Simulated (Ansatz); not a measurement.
## Relaxing Sc3Ga5

All numbers below come from DFT PBE, scalar-relativistic, plane waves, PAW (Ansatz 0.2.0). Cutoff 420 eV, Γ-centred k mesh, Gaussian smearing, no spin polarisation in the final step.

The start is a database structure of Sc3Ga5, space group Pnma (No. 62).

```
Sc Ga
1.0
    10.97986    0.00000    0.00000
     0.00000    9.20669    0.00000
     0.00000    0.00000    5.72309
Sc Ga
12 20
Direct
  0.56871 0.75000 0.84881
  0.06871 0.75000 0.65119
  0.43129 0.25000 0.15119
  0.93129 0.25000 0.34881
  0.85348 0.50545 0.89170
  0.35348 0.99455 0.60830
  0.14652 0.00545 0.10830
  0.64652 0.49455 0.39170
  0.14652 0.49455 0.10830
  0.64652 0.00545 0.39170
  0.85348 0.99455 0.89170
  0.35348 0.50545 0.60830
  0.59400 0.05063 0.87695
  0.09400 0.44937 0.62305
  0.40600 0.55063 0.12305
  0.90600 0.94937 0.37695
  0.40600 0.94937 0.12305
  0.90600 0.55063 0.37695
  0.59400 0.44937 0.87695
  0.09400 0.05063 0.62305
  0.75062 0.75000 0.16146
  0.25062 0.75000 0.33854
  0.24938 0.25000 0.83854
  0.74938 0.25000 0.66146
  0.50501 0.75000 0.38117
  0.00501 0.75000 0.11883
  0.49499 0.25000 0.61883
  0.99499 0.25000 0.88117
  0.79476 0.75000 0.62114
  0.29476 0.75000 0.87886
  0.20524 0.25000 0.37886
  0.70524 0.25000 0.12114
```

Steps on the 4×4×8 mesh (32 atoms). 4 of 5 steps are shown, and the free energy counts from the last. Trial steps that were taken back and renewals of the plane-wave basis can be among the rows.

```
step  ΔF (meV/atom) V (Å³/atom) P (GPa) largest force component (eV/Å)
   1            3.1        18.08     1.69                           0.182
   2            1.0        18.61    -0.75                           0.082
   3            0.1        18.42    -0.04                           0.027
   5            0.0        18.41     0.02                           0.008
```

A final relaxation ran on a 4×4×8 mesh. The relaxed crystal, Pnma (No. 62):

Space group Pnma (No. 62). a = 11.005 Å, b = 9.283 Å, c = 5.765 Å, α = 90.00°, β = 90.00°, γ = 90.00°
```
atom site symmetry x y z
  Sc    4c       .m.  0.5649  0.7500  0.8491
  Sc    8d         1  0.8545  0.5062  0.8914
  Ga    8d         1  0.5953  0.0482  0.8761
  Ga    4c       .m.  0.7491  0.7500  0.1578
  Ga    4c       .m.  0.5059  0.7500  0.3816
  Ga    4c       .m.  0.7920  0.7500  0.6223
```

```json
{
  "Volume per atom": "18.41 Å³",
  "Density": "5.45 g/cm³",
  "Energy over the elements": "-0.60 eV/atom",
  "Gap on the 4×4×8 mesh": "0 eV (a metal)"
}
```

Energies over the elements count from the elements' standard structures at the same level, with no empirical corrections.

The final run used a 4×4×8 mesh on its 32-atom cell and 0.10 eV smearing. For metals, differences of a few meV/atom aren't resolved.

A structure relaxed within its symmetry needn't be a true minimum.

Cost: 2 runs of about 59 core-minutes in all, on Intel Xeon Platinum 8488C (Sapphire Rapids) (shared hosts).